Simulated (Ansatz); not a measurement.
## Cost against result

The pair of NH$_{4}$⁺ (SMILES [NH4+], atoms 1–5) and SiH$_{4}$O (SMILES [SiH3]O, atoms 6–11), both closed shells, in one local arrangement (a lower one may exist), relaxed at PBE0-D4/def2-TZVP:

```
atom    x (Å)    y (Å)    z (Å)
  N1   0.0791   0.0349  -1.9542
  H2  -0.1766  -0.2343  -0.9398
  H3  -0.7457   0.3771  -2.4467
  H4   0.4505  -0.7744  -2.4511
  H5   0.7866   0.7696  -1.9494
 Si6   0.1660   0.2499   1.8851
  O7  -0.4939  -0.5619   0.5419
  H8   0.9312  -0.7162   2.6989
  H9   1.0416   1.2483   1.2309
 H10  -0.9296   0.8824   2.6471
 H11  -1.1095  -1.2753   0.7370
```

Interaction energies are counterpoise-corrected; the time is that of the whole pair.

Program: Ansatz 0.2.0. Basis: as named in each row. Cores are frozen in the correlated methods. B3LYP uses VWN-RPA correlation. Extrapolation: Hartree–Fock as exp(−7.88 √X), correlation as X^−2.97.

Times are rough, for one single point on 4 threads of a shared host (Arm Neoverse V1).

The estimate by CCSD(T) at an estimated basis limit (MP2 extrapolated from triple and quadruple zeta, plus CCSD(T) − MP2 in triple zeta) is -95.9 kJ/mol.

```tsv
method	basis	time (s)	interaction energy (kJ/mol)	method less estimate
HF	STO-3G	under 1	-139.5	-43.6
PBE-D4	STO-3G	under 1	-181.0	-85.1
SPW92	def2-SVP	under 1	-125.2	-29.3
B3LYP-D4	6-31G	under 1	-140.8	-44.9
PBE-D4	def2-SVP	under 1	-107.0	-11.1
PBE0-D4	def2-SVP	under 1	-108.1	-12.2
CCSD(T)	def2-SVP	2	-92.1	3.7
PBE-D4	def2-TZVPPD	2	-100.0	-4.1
revPBE-D4	def2-TZVPPD	2	-94.5	1.4
BLYP-D4	def2-TZVPPD	2	-96.6	-0.7
HSE06-D4	def2-TZVPPD	2	-101.0	-5.1
PBE0-D4	def2-TZVPPD	2	-101.2	-5.3
B3LYP-D4	def2-TZVPPD	2	-99.3	-3.4
wB97M-V	def2-SVP	2	-104.1	-8.2
r2SCAN-D4	def2-TZVPPD	3	-98.3	-2.4
B2PLYP	def2-TZVPPD	5	-94.2	1.7
wB97X-V	def2-TZVPPD	6	-96.4	-0.5
B97M-V	def2-TZVPPD	6	-93.2	2.7
wB97M-V	def2-TZVPPD	8	-95.9	0.0
MP2	def2-QZVPPD	17	-95.4	0.5
CCSD(T)	def2-TZVPPD	96	-92.5	3.4
```

No T1 diagnostic of these runs exceeds 0.012.
